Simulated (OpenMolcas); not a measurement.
# HCl (hydrogen chloride): a chain of runs

We compute the energy (UHF/6-31G), then a single-point energy (CASSCF(2,2)/6-31G), then a single-point energy (CASPT2(2,2)/6-31G), then the energy (SC-NEVPT2(2,2)/6-31G), then a single-point energy (MRCI(2,2)/6-31G) of HCl (hydrogen chloride). 

Program for the calculation: OpenMolcas 26.06.

## (1) The system as given

HCl: 2 atoms, total charge 0, spin state singlet. SMILES: `Cl`. The Cl1–H2 distance was set to 3.197 Å, away from the relaxed value.

## (2) The energy at UHF/6-31G (run 1)

File geom.xyz:

```xyz
2

Cl     2.184018    -0.714006     1.123209
H     -0.546000     0.178500    -0.280800
```

File step1.input:

```
&GATEWAY
  BasLib=$CurrDir
  Coord=geom.xyz
  Basis=6-31G
  Group=NoSym

&SEWARD

&SCF
  UHF
  Scramble=0.25
  PrOrbitals=1 1
```

The basis set 6-31G is read from a file made from the Basis Set Exchange's data (not shown).

Launch:

```sh
export MOLCAS_MEM=1860
pymolcas step1.input > step1.log
```

Log, cut to the lines that bear on the results:

```text
--- Start Module: gateway ---
[...]
--- Stop Module: gateway /rc=_RC_ALL_IS_WELL_ ---
--- Start Module: seward ---
[...]
      Basis functions           15
--- Stop Module: seward /rc=_RC_ALL_IS_WELL_ ---
--- Start Module: scf ---
[...]
       Convergence after  22 Iterations
[...]
::    Total SCF energy                               -459.9416864294
[...]
      Total spin, S                                     0.6139583929
[...]
      Total electronic charge=   18.000000
      Total            charge=   -0.000000
[...]
      Dipole Moment (debye):
      Origin of the operator (angstrom)=    2.1075   -0.6890    1.0839
                   X= -4.6585E-02               Y=  1.5230E-02               Z= -2.3958E-02           Total=  5.4554E-02
      Quadrupole Moment (debye*angstrom):
[...]
--- Stop Module: scf /rc=_RC_ALL_IS_WELL_ ---
[...]
```

Wall time 1.9 s (1 thread of Arm Neoverse V1, shared host); peak memory 0.37 GiB.

## (3) A single-point energy at CASSCF(2,2)/6-31G (run 2)

geom.xyz is that of step 2.

File step2.inp:

```
>>> EXPORT MOLCAS_PRINT=2

&GATEWAY
  BasLib = $CurrDir
  Coord = geom.xyz
  Basis = 6-31G
  Group = NoSym

&SEWARD

&RASSCF
  FileOrb = $CurrDir/step1.UnaOrb
  Spin = 1
  Nactel = 2 0 0
  Inactive = 8
  Ras2 = 2
  OrbListing = Nothing
```

The basis set 6-31G is read from a file made from the Basis Set Exchange's data (not shown).

Launch:

```sh
export MOLCAS_MEM=1860
pymolcas step2.inp > step2.log
```

Log, cut to the lines that bear on the results:

```text
--- Start Module: gateway ---
[...]
--- Stop Module: gateway /rc=_RC_ALL_IS_WELL_ ---
--- Start Module: seward ---
[...]
      Basis functions           15
--- Stop Module: seward /rc=_RC_ALL_IS_WELL_ ---
--- Start Module: rasscf ---
[...]
      Number of active orbitals                  2
[...]
      Spin quantum number                      0.0
[...]
      Active orbitals                            2
[...]
      Number of CSFs                             3
[...]
      Number of root(s) required                 1
[...]
      Convergence after  5 iterations
[...]
      printout of CI-coefficients larger than  0.05 for root  1
      energy=    -459.942966
      conf/sym  11     Coeff  Weight
             1  20  -0.77408 0.59920
             3  02   0.63309 0.40080
      Natural orbitals and occupation numbers for root  1
      sym 1:   1.198405   0.801595
      ************************************************************************************************************************
      *                                                    Final results                                                     *
[...]
::    RASSCF root number  1 Total energy:   -459.94296557
[...]
      Total electronic charge=   18.000000
      Total            charge=   -0.000000
[...]
      Dipole Moment (debye):
      Origin of the operator (angstrom)=    2.1075   -0.6890    1.0839
                   X= -8.3772E-02               Y=  2.7383E-02               Z= -4.3078E-02           Total=  9.8098E-02
      Quadrupole Moment (debye*angstrom):
[...]
--- Stop Module: rasscf /rc=_RC_ALL_IS_WELL_ ---
[...]
```

It took 1.6 s on 1 thread of Arm Neoverse V1, shared host; peak memory 0.37 GiB.

## (4) A single-point energy at CASPT2(2,2)/6-31G (run 3)

geom.xyz is that of step 3.

File step3.input:

```
&GATEWAY
  BasLib
  $CurrDir
  Coord
  geom.xyz
  Basis
  6-31G
  Group
  NoSym

&SEWARD

&RASSCF
  FileOrb
  $CurrDir/step2.RasOrb
  Spin
  1
  Nactel
  2 0 0
  Inactive
  8
  Ras2
  2
  OrbListing
  Nothing

&CASPT2
  Imaginary
  0.1
  Frozen
  5
```

The basis set 6-31G is read from a file made from the Basis Set Exchange's data (not shown).

Launch:

```sh
export MOLCAS_MEM=1860
pymolcas step3.input > step3.log
```

Log, cut to the lines that bear on the results:

```text
--- Start Module: gateway ---
[...]
--- Stop Module: gateway /rc=_RC_ALL_IS_WELL_ ---
[...]
      Basis functions           15
[...]
--- Start Module: rasscf ---
[...]
      Number of active orbitals                  2
[...]
      Spin quantum number                      0.0
[...]
      Active orbitals                            2
[...]
      Number of CSFs                             3
[...]
      Number of root(s) required                 1
[...]
      Convergence after  4 iterations
[...]
      printout of CI-coefficients larger than  0.05 for root  1
      energy=    -459.942966
      conf/sym  11     Coeff  Weight
             1  20  -0.77408 0.59920
             3  02   0.63309 0.40080
      Natural orbitals and occupation numbers for root  1
      sym 1:   1.198404   0.801596
      ************************************************************************************************************************
      *                                                    Final results                                                     *
[...]
::    RASSCF root number  1 Total energy:   -459.94296557
[...]
      Total electronic charge=   18.000000
      Total            charge=   -0.000000
[...]
      Dipole Moment (debye):
      Origin of the operator (angstrom)=    2.1075   -0.6890    1.0839
                   X= -8.3773E-02               Y=  2.7384E-02               Z= -4.3079E-02           Total=  9.8100E-02
      Quadrupole Moment (debye*angstrom):
[...]
--- Stop Module: rasscf /rc=_RC_ALL_IS_WELL_ ---
--- Start Module: caspt2 ---
[...]
 ###    WARNING: User changed nr of frozen orbitals.                         ###
 ###############################################################################
[...]
      E2 (Variational):          -0.0260510196
      Total energy:            -459.9690165890
[...]
      Reference weight:           0.98902
[...]
::    CASPT2 Root  1     Total energy:   -459.96901659
[...]
--- Stop Module: caspt2 /rc=_RC_ALL_IS_WELL_ ---
[...]
```

It took 1.6 s on 1 thread of Arm Neoverse V1, shared host; peak memory 0.37 GiB.

## (5) A single-point energy at SC-NEVPT2(2,2)/6-31G (run 4)

geom.xyz is that of step 4.

File step4.inp:

```
&gateway
 baslib = $CurrDir
 coord = geom.xyz
 basis = 6-31G
 group = NoSym

&seward

&rasscf
 fileorb = $CurrDir/step2.RasOrb
 spin = 1
 nactel = 2 0 0
 inactive = 8
 ras2 = 2
 orblisting = Nothing

&caspt2
 sc-nevpt2
 frozen = 5
```

The basis set 6-31G is read from a file made from the Basis Set Exchange's data (not shown).

Launch:

```sh
export MOLCAS_MEM=1860
pymolcas step4.inp > step4.log
```

Log, cut to the lines that bear on the results:

```text
--- Start Module: gateway ---
[...]
--- Stop Module: gateway /rc=_RC_ALL_IS_WELL_ ---
[...]
      Basis functions           15
[...]
--- Start Module: rasscf ---
[...]
      Number of active orbitals                  2
[...]
      Spin quantum number                      0.0
[...]
      Active orbitals                            2
[...]
      Number of CSFs                             3
[...]
      Number of root(s) required                 1
[...]
      Convergence after  4 iterations
[...]
      printout of CI-coefficients larger than  0.05 for root  1
      energy=    -459.942966
      conf/sym  11     Coeff  Weight
             1  20  -0.77408 0.59920
             3  02   0.63309 0.40080
      Natural orbitals and occupation numbers for root  1
      sym 1:   1.198404   0.801596
      ************************************************************************************************************************
      *                                                    Final results                                                     *
[...]
::    RASSCF root number  1 Total energy:   -459.94296557
[...]
      Total electronic charge=   18.000000
      Total            charge=   -0.000000
[...]
      Dipole Moment (debye):
      Origin of the operator (angstrom)=    2.1075   -0.6890    1.0839
                   X= -8.3773E-02               Y=  2.7384E-02               Z= -4.3079E-02           Total=  9.8100E-02
      Quadrupole Moment (debye*angstrom):
[...]
--- Stop Module: rasscf /rc=_RC_ALL_IS_WELL_ ---
--- Start Module: caspt2 ---
[...]
 ###    WARNING: User changed nr of frozen orbitals.                         ###
 ###############################################################################
[...]
      E2 (Variational):          -0.0256093483
[...]
      E2 (Variational):          -0.0255954804
      Total energy:            -459.9685610498
[...]
      Reference weight:           0.98942
[...]
::    SC-NEVPT2 Root  1     Total energy:   -459.96856105
[...]
--- Stop Module: caspt2 /rc=_RC_ALL_IS_WELL_ ---
[...]
```

Wall time 1.6 s (1 thread of Arm Neoverse V1, shared host); peak memory 0.37 GiB.

## (6) The energy at MRCI(2,2)/6-31G (run 5)

geom.xyz is that of step 5.

File step5.inp:

```
>>> EXPORT MOLCAS_PRINT=2
&GATEWAY
BasLib=$CurrDir
Coord=geom.xyz
Basis=6-31G
Group=NoSym
&SEWARD
&RASSCF
FileOrb=$CurrDir/step2.RasOrb
Spin=1
Nactel=2 0 0
Inactive=8
Ras2=2
OrbListing=Nothing
&MOTRA
LumOrb
Frozen=5
&GUGA
Electrons=8
Spin=1
Inactive=3
Active=2
CIAll=1
&MRCI
SDCI
```

The basis set 6-31G is read from a file made from the Basis Set Exchange's data (not shown).

Launch:

```sh
export MOLCAS_MEM=1860
pymolcas step5.inp > step5.log
```

Log, cut to the lines that bear on the results:

```text
--- Start Module: gateway ---
[...]
--- Stop Module: gateway /rc=_RC_ALL_IS_WELL_ ---
[...]
      Basis functions           15
[...]
      Number of active orbitals                  2
[...]
      Spin quantum number                      0.0
[...]
      Active orbitals                            2
[...]
      Number of CSFs                             3
[...]
      Number of root(s) required                 1
[...]
      Convergence after  4 iterations
[...]
      printout of CI-coefficients larger than  0.05 for root  1
      energy=    -459.942966
      conf/sym  11     Coeff  Weight
             1  20  -0.77408 0.59920
             3  02   0.63309 0.40080
      Natural orbitals and occupation numbers for root  1
      sym 1:   1.198404   0.801596
      ************************************************************************************************************************
      *                                                    Final results                                                     *
[...]
::    RASSCF root number  1 Total energy:   -459.94296557
[...]
      Dipole Moment (debye):
      Origin of the operator (angstrom)=    2.1075   -0.6890    1.0839
                   X= -8.3773E-02               Y=  2.7384E-02               Z= -4.3079E-02           Total=  9.8100E-02
      Quadrupole Moment (debye*angstrom):
[...]
      *** WARNING: Default frozen orbitals is overwritten by user input.
      *** Default values:   5
[...]
--- Start Module: guga ---
[...]
--- Stop Module: guga /rc=_RC_ALL_IS_WELL_ ---
--- Start Module: mrci ---
[...]
       (But an ACPF correction will be computed)
       USE THE DEFAULT ACPF G-VALUE GFAC=  0.25000000000000000
[...]
                      CI ENERGY:  -459.97366283
[...]
                ACPF CORRECTION:    -0.00036825
[...]
      Total electronic charge=   18.000000
      Total            charge=   -0.000000
[...]
     ACPF CORRECTION:     -0.00036825
[...]
  CI State   1     Total energy:   -459.97366283     QDav:     -0.00049297     QACPF:     -0.00036825
[...]
--- Stop Module: mrci /rc=_RC_ALL_IS_WELL_ ---
[...]
```

It took 1.7 s on 1 thread of Arm Neoverse V1, shared host; peak memory 0.37 GiB.

## (7) Outcome

```
                                                   quantity          value
                             run 1, UHF/6-31G: total energy  -459.94169 Eh
                            run 1, UHF/6-31G: dipole moment         0.05 D
                              run 1, UHF/6-31G: HOMO energy      -12.85 eV
                              run 1, UHF/6-31G: LUMO energy       -1.16 eV
                            run 1, UHF/6-31G: HOMO–LUMO gap       11.69 eV
                                     run 1, UHF/6-31G: ⟨S²⟩          0.991
                     run 2, CASSCF(2,2)/6-31G: total energy  -459.94297 Eh
   run 2, CASSCF(2,2)/6-31G: dipole moment (CASSCF density)         0.10 D
                     run 3, CASPT2(2,2)/6-31G: total energy  -459.96902 Eh
   run 3, CASPT2(2,2)/6-31G: dipole moment (CASSCF density)         0.10 D
                  run 4, SC-NEVPT2(2,2)/6-31G: total energy  -459.96856 Eh
run 4, SC-NEVPT2(2,2)/6-31G: dipole moment (CASSCF density)         0.10 D
                       run 5, MRCI(2,2)/6-31G: total energy  -459.97366 Eh
     run 5, MRCI(2,2)/6-31G: dipole moment (CASSCF density)         0.10 D
```

What this shows: ⟨S²⟩ (run 1, UHF/6-31G) is 0.99 where a pure singlet has 0.00: the reference is spin-contaminated.
